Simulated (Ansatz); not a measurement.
## Dissociation curves of AlH5O (Al(H2O)H3)

AlH5O has 7 atoms, charge 0, and is taken as a singlet. As SMILES, `[H][Al]([H])([H])<-[OH2]`. The shape comes from GFN2-xTB, which is rough for such elements, and wasn't checked as a minimum.

```xyz
7

Al    0.0382   -0.0633   -0.8780
O    -0.0249    0.0381    1.0091
H    -0.7347   -0.3195    1.5558
H     0.5880    0.5682    1.5313
H     1.6072   -0.0401   -0.9784
H    -0.7357    1.2458   -1.2695
H    -0.7379   -1.4292   -0.9703
```

The Al1–H5 distance is scanned; the parts on either side stay rigid. Basis STO-3G, 6 core orbitals frozen in the correlated methods; program Ansatz 0.2.0. FCI is exact within this basis and core. Energies in eV from each method's value at 1.572 Å; methods without a U are spin-restricted. The shape above is that at 1.572 Å.

```json
{"distance (Å)": "1.572", "HF": "0.00", "SVWN5": "0.00", "BHLYP": "0.00", "CCSD(T)": "0.00", "CCSDTQ": "0.00", "FCI": "0.00"}
{"distance (Å)": "1.966", "HF": "1.73", "SVWN5": "1.29", "BHLYP": "1.53", "CCSD(T)": "1.40", "CCSDTQ": "1.40", "FCI": "1.40"}
{"distance (Å)": "2.359", "HF": "4.12", "SVWN5": "3.12", "BHLYP": "3.63", "CCSD(T)": "3.29", "CCSDTQ": "3.29", "FCI": "3.29"}
{"distance (Å)": "3.145", "HF": "7.91", "SVWN5": "5.88", "BHLYP": "6.90", "CCSD(T)": "5.38", "CCSDTQ": "5.44", "FCI": "5.44"}
{"distance (Å)": "3.931", "HF": "9.79", "SVWN5": "7.06", "BHLYP": "8.44", "CCSD(T)": "5.45", "CCSDTQ": "5.76", "FCI": "5.76"}
```

Departure from the FCI curve at its largest: HF +4.03 eV at 3.93 Å; SVWN5 +1.30 eV at 3.93 Å; BHLYP +2.68 eV at 3.93 Å; CCSD(T) -0.31 eV at 3.93 Å; CCSDTQ within 0.005 eV. Restricted functionals keep the electrons paired too, and rise too high. Restricted Hartree–Fock keeps the electrons paired, so it rises far too high as the bond breaks.
